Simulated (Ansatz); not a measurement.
# CO₂+ (doublet): geometry and frequencies at several levels

Wanted for CO₂+ (doublet): geometry and frequencies at several levels. Charge +1. Spin multiplicity 2.

Method: the levels named in each step, in Ansatz 0.2.0.

### Step 1. The starting structure

Bond lengths: O1–C2 1.151 Å, C2–O3 1.151 Å. Angles: O1–C2–O3 180.0°.

Structure file:

```xyz
3

O     0.0000    0.0000   -1.1514
C     0.0000    0.0000    0.0000
O     0.0000    0.0000    1.1514
```

### Step 2. A rough first relaxation, PBE-D4/def2-SVP

File input.yaml:

```yaml
crystal:
  periodic: [false, false, false]
  atoms:
    - { symbol: O, position_ang: [0.0, 0.0, -1.15142] }
    - { symbol: C, position_ang: [0.0, 0.0, 1.0e-05] }
    - { symbol: O, position_ang: [0.0, 0.0, 1.15141] }
magnetization:
  spin_polarized: true
  initial_magnetization: 1
total_charge: 1
basis:
  gaussian: { orbitals: def2-SVP }
hamiltonian:
  xc: pbe
  dispersion: d4
relax:
  f_tol: 0.03
  max_steps: 200
```

Started as:

```console
$ ansatz run input.yaml --threads 2 --pin off --max-ram 5120MiB --backend cpu --events-out ev --progress --plain --runs-dir out
```

Further steps of the session: Relaxation, PBE0-D4/def2-TZVPP; Frequencies, PBE0-D4/def2-TZVPP; Relaxation, PBE-D4/def2-TZVPP; Frequencies, PBE-D4/def2-TZVPP; Relaxation, r2SCAN-D4/def2-TZVPP; Frequencies, r2SCAN-D4/def2-TZVPP; Relaxation, B3LYP-D4/def2-TZVPP; Frequencies, B3LYP-D4/def2-TZVPP; Relaxation, B2PLYP/def2-TZVPP.

Before running it: what results should come out? Wanted: O1–C2 at B2PLYP/def2-TZVPP; C2–O3 at B2PLYP/def2-TZVPP; frequencies at B3LYP-D4/def2-TZVPP.

**Answer**, as computed:

| quantity | value |
| --- | --- |
| O1–C2 at B2PLYP/def2-TZVPP | 1.172 Å |
| C2–O3 at B2PLYP/def2-TZVPP | 1.172 Å |
| frequencies at B3LYP-D4/def2-TZVPP | 488 to 1470 cm⁻¹ |

The O–C distance spreads over 0.014 Å, from PBE0-D4/def2-TZVPP (shortest) to PBE-D4/def2-TZVPP. No mode is imaginary, so the geometry is a minimum. <S²> exceeds the pure value by up to 0.09: some mean fields break spin symmetry, which blurs their results.
